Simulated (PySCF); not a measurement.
# Core-level binding energies of `CBN`

Compound: CH6BN.
Z-matrix (Å and degrees, PBE0-D3(BJ)/def2-SVP geometry), rows numbered from 1:
```
C 
B   1  1.5734
N   2  1.3935  1  122.38
H   1  1.1018  2  114.57  3     1.49
H   1  1.1035  2  110.16  3   123.71
H   1  1.1037  2  109.94  3  -120.46
H   2  1.2161  1  120.62  3   179.84
H   3  1.0126  2  123.17  1    -0.37
H   3  1.0110  2  123.15  1  -179.97
```

Level of theory: PySCF 2.14.0, delta-SCF UKS SCAN, pcX-2 on the ionised atom, pcseg-1 elsewhere, spin-free X2C. These are vertical core ionisation energies against the vacuum level, from separate self-consistent calculations with and without the core hole.

Question: Give the core binding energies atom by atom.

Answer: 
| atom(s) | environment | level | binding energy (eV) | count |
| --- | --- | --- | --- | --- |
| N3 | boron-bound nitrogen | N 1s | 405.24 | 1 |
| C1 | sp3 carbon bound to boron | C 1s | 289.94 | 1 |
| B2 | three-coordinate boron | B 1s | 195.50 | 1 |

Question: Which effective nuclear charge Zeff reproduces each element's mean 1s value in the hydrogen-like formula E = 13.606 eV × Zeff²?

Answer: B (Z = 5): mean 195.5 eV, Zeff = 3.79, Z − Zeff = 1.21; C (Z = 6): mean 289.9 eV, Zeff = 4.62, Z − Zeff = 1.38; N (Z = 7): mean 405.2 eV, Zeff = 5.46, Z − Zeff = 1.54. Means run over the listed sites, weighted by atom count.

Isolated species at its PBE0-D3(BJ)/def2-SVP geometry, gas phase.
